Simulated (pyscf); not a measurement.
F–WH(F)(F)(F)–F (SMILES [F][WH]([F])([F])([F])[F]) + H₂O (SMILES O) → HO–W(F)(F)(F)(F)–F (SMILES [OH][W]([F])([F])([F])([F])[F]) + H₂ (SMILES [H][H]) (four-centre exchange; singlet surface; H–W, H–O broken, O–W, H–H formed). Single points on ωB97X-D3(BJ)/def2-SVP structures (PySCF, gas phase). Energies in kcal/mol from the separated reactants.

```
level                   barrier  reaction energy
----------------------  -------  ---------------
ωB97X-D3(BJ)/def2-TZVP      9.6            -33.7
PBE/def2-TZVP               5.0            -32.6
r²SCAN/def2-TZVP            ___              ___
M06-2X/def2-TZVP           10.3            -32.7
ωB97M-D3(BJ)/def2-TZVP      ___            -31.4
HF/def2-TZVP               28.7            -30.3
```

Problem. Fill in the missing entries.

Solution. 
- r²SCAN/def2-TZVP, barrier: 2.7
- r²SCAN/def2-TZVP, reaction energy: -36.0
- ωB97M-D3(BJ)/def2-TZVP, barrier: 10.9

The functionals in the table span 8.2 kcal/mol in this barrier, from r²SCAN to ωB97M-D3(BJ). On the reactant side the descent ends in an adduct with a O–W contact, 16.3 kcal/mol under the separated species and 25.9 kcal/mol under the saddle at ωB97X-D3(BJ)/def2-TZVP. What is counted as formed (O–W) is already present as a longer contact in the reactant adduct; forming that adduct is a step of its own. One saddle was located; it need not be the lowest between these sides. Elements past Kr carry the def2 core potentials, without spin-orbit coupling.
